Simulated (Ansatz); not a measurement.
Process, species as SMILES: N#N (N2) + 3 [H][H] (H2) → 2 N (NH3)
B3LYP-D3(BJ)/def2-TZVP geometries, fixed; electronic energies without zero-point terms.
Largest species:
```
N
H 1 1.0136
H 1 1.0136 2 107.33
H 1 1.0136 2 107.33 3 -115.09
```
Charge 0, spin multiplicity 1.

Effect of a fitting basis named in the input at r2SCAN/aug-cc-pVTZ with Ansatz (a program for electronic structure), against the last row, where the energy of full hydrogenation is -46.39 kcal/mol. The default fits or decomposes integrals by the program's own choice; accuracy: high also tightens integrals, grids and stops.

```
setting                        largest shift of a total energy (mEh)  shift of the energy of full hydrogenation (kcal/mol)
-----------------------------  -------------------------------------  ----------------------------------------------------
fitting: def2-SV(P)-JKFIT                                     -0.044                                                -0.006
fitting: def2-universal-JKFIT                                 -0.044                                                -0.006
fitting: cc-pVTZ-JKFIT                                        -0.013                                                -0.009
fitting: cc-pVQZ-JKFIT                                        -0.008                                                -0.004
fitting: cc-pV5Z-JKFIT                                        -0.005                                                -0.001
fitting: def2-universal-JFIT                                  -0.167                                                 0.046
accuracy: high                                                 0.001                                                 0.000
accuracy: medium (default)                                     0.000                                                 0.000
```

Within 0.02 kcal/mol in the energy of full hydrogenation: fitting: def2-SV(P)-JKFIT; fitting: def2-universal-JKFIT; fitting: cc-pVTZ-JKFIT; fitting: cc-pVQZ-JKFIT; fitting: cc-pV5Z-JKFIT; accuracy: high. The largest shift is 0.167 mEh in a total energy and 0.046 kcal/mol in the difference.
